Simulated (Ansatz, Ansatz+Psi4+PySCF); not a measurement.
```
atom   x (Å)    y (Å)    z (Å)
  Ti  0.0000   0.0000  -0.4199
   O  0.0000   1.4317   0.5774
   O  0.0000  -1.4317   0.5774
```

Basis set: cc-pVTZ (spherical functions). Left uncorrelated: 7 orbitals. Charge 0, multiplicity 1.

Computed with Ansatz (development build ahead of 0.2.0); each method stands on the lowest determinant of its kind that the runs found. Restricted open shells among the atoms or ions are ROHF, correlated in semicanonical orbitals with singles.

Task: Give the atomization energy at this shape (free ground-state atoms in the same class of orbitals less the molecule, no zero-point energy) of singlet TiO₂ by RHF-MP2, RHF.

Result:

```
 method  atomization energy
RHF-MP2            14.48 eV
    RHF             3.45 eV
```

Caution: in another basis set an unrestricted determinant lies well below; other spin multiplicities were not run.
